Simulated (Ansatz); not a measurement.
in.yaml

```yaml
crystal:
  periodic: [false, false, false]
  atoms:
    - {symbol: Cl, position_ang: [0.000000, 0.000000, -1.467333]}
    - {symbol: H, position_ang: [0.000000, 0.000000, 0.318667]}
    - {symbol: H, position_ang: [0.000000, 0.000000, 1.148667]}
basis:
  gaussian: {orbitals: cc-pVDZ}
magnetization: {spin_polarized: false, initial_magnetization: 1}
correlation: {method: sc_nevpt2, electrons: outside_noble_gas, active_space: {window: {electrons: 9, orbitals: 6}, shells: [{species: Cl, l: s, shell: 3}, {species: Cl, l: p, shell: 3}, {species: H, l: s, shell: 1}]}}
```

```sh
$ ansatz run in.yaml --threads 1 --pin off --events-out ev --progress --plain --max-ram 2816MiB --backend cpu
```

The program prints:

```
472 factors; integrals over basis functions are off by at most 9.5e-8 eV
mean field evaluation 1: about -12531.9621 eV, gradient 8.0e0 eV
mean field evaluation 2: about -12531.9624 eV, gradient 8.0e0 eV
mean field evaluation 4: about -12532.7212 eV, gradient 1.7e0 eV
mean field evaluation 8: about -12532.7980 eV, gradient 3.1e-4 eV
mean field evaluation 16: about -12532.3060 eV, gradient 5.0e-5 eV
mean field evaluation 32: about -12532.7969 eV, gradient 2.4e-1 eV
mean field -12532.79804836 eV, -460.5718332417 hartree, gradient 9.2e-7 eV, S^2 0.750000; 7 other end points of the search recorded, 0 dependent functions left out
reference -12532.79804836 eV, -460.5718332417 hartree; 10, 9 occupied and 18, 19 virtual orbitals, 472 factors
state -12533.44365342 eV, -460.5955587898 hartree
state -12533.44365342 eV, -460.5955587898 hartree; corrected -12536.64937282 eV, -460.7133668051 hartree
Total energy: -12536.64937282 eV, -460.7133668051 hartree
Checks for a lower state left out: starts, orbital_swaps
```

For the same geometry and basis full CI lies 1014.3 meV lower.

Ran on 1 thread of AMD EPYC 7R13, shared host: 0.39 s wall, 0.26 GiB peak host memory.
